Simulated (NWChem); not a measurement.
Total energies of hydrazine (H₄N₂)

```xyz
6

N      0.1745    -0.6794     0.0738
N     -0.1745     0.6794     0.0738
H     -0.6458    -1.2306     0.3138
H      0.5122    -1.0120    -0.8307
H      0.6458     1.2306     0.3138
H     -0.5122     1.0120    -0.8307
```
Charge 0, spin multiplicity 1.

The numbers come from NWChem runs, not from measurements. Structure: optimised with PBE0/def2-SVP, a minimum by its harmonic frequencies. It is one conformer; others weren't searched.

Basis set: def2-SVP (48 functions).

```
method   total energy (Ha)
-------  -----------------
RHF             -111.09278
MP2             -111.44198
B2PLYP          -111.65769
PBE             -111.63994
B3LYP           -111.77763
r2SCAN          -111.70896
CCSD(T)         -111.47530
```

Total energies of different functionals aren't comparable as a measure of quality: only differences taken within one method are. 

The correlated methods keep 2 core orbitals frozen. B3LYP has NWChem's definition, with VWN1-RPA local correlation. Coupled-cluster values serve here as a point of comparison, not as the truth.
